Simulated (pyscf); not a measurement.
Structures and frequencies: ωB97X-D3(BJ)/def2-SVP in PySCF. MP2 and CC: frozen core, UHF for open shells. ΔMP2 is the change of the MP2 total energy from the triple- to the quadruple-zeta basis.

### Question
What is the homolytic dissociation enthalpy (298 K, CCSD(T)/def2-TZVPP + ΔMP2(QZVPP)) of the Br–Na bond of `[Na][Br]`, to Na• + Br•?

### Answer
Br–Na to Na• + Br•: 3.88 eV. The CCSD(T) − MP2 part came from Ansatz, without density fitting, on the same reference. The frozen core leaves the outer d or s,p core shells of the metals and heavy elements correlated in the MP2 and CC values, and def2-TZVPP describes them poorly, which can shift differences by a few kcal/mol. Left out: the spin-orbit lowering of Br, which is large for Br, Se, Te and I. Elements up to Kr have no core potential and no relativistic terms here.
